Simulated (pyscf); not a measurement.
Routes from methanol (H₃C–OH) + silyl (SiH₃•)

Candidate steps break at most two bonds and form at most two. Each was searched with GFN2-xTB (tblite) first. Optimised with ωB97X-D3(BJ)/def2-SVP in PySCF. Energies: ωB97M-D3(BJ)/def2-TZVP, kcal/mol, from the separated reactants, doublet surface; ΔG‡ with ideal gas, 1 atm, RRHO with modes under 100 cm⁻¹ raised to 100, one conformer, R ln 2 for chiral ones without a mode under 150 cm⁻¹.

```json
[
 {"products": "CH₃• + HO–SiH₃", "type": "substitution at O", "ΔE‡": "16.8", "ΔE": "-29.0", "ΔG‡ 298 K": "24.9", "ΔG‡ 900 K": "42.5", "ν‡ (cm⁻¹)": "1079i"},
 {"products": "H₃C–O–SiH₃ + H•", "type": "substitution at O", "ΔE‡": "20.5", "ΔE": "-4.6", "ΔG‡ 298 K": "26.4", "ΔG‡ 900 K": "44.9", "ν‡ (cm⁻¹)": "1796i"}
]
```

Plain bond fissions and candidates not yet searched are not listed, and one of them may be faster. Each barrier is that of the saddle found; lower ones may exist.
